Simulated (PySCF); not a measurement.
## Vibration and rotation of B2

ROHF-CCSD constants of B2, triplet, unpaired electrons π ↑↑ (PySCF, no relativity, basis sets B 3-21G; masses 11.0093 and 11.0093 u):

* ωe: 1015.4 cm⁻¹
* ωexe: 10.4 cm⁻¹
* Be: 1.1553 cm⁻¹
* αe: 0.0148 cm⁻¹
* De to B + B: 1.99 eV

(1) What force constant and bond length do these constants imply?

(2) Estimate the centrifugal constant D from the Kratzer relation and find the Dunham coefficient a1.

Correlated steps freeze 2 core orbitals. The CCSD T1 diagnostic is raised, a sign that a single reference may not be enough here. 3-21G is very small, so such numbers show the basis as much as the molecule. The state is the lowest determinant that a PBE0 search found; another state may lie lower at other levels.

## Answers

(1) Reduced mass μred = 5.5047 u; k = 5.8918×10⁻⁷·μred·ωe² (u, cm⁻¹, mdyn/Å) = 3.34 mdyn/Å; Re = √(16.8576/(μred·Be)) (u, cm⁻¹, Å) = 1.628 Å.

(2) D = 4Be³/ωe² = 5.98e-06 cm⁻¹; a1 = −1 − αeωe/(6Be²) = -2.88.
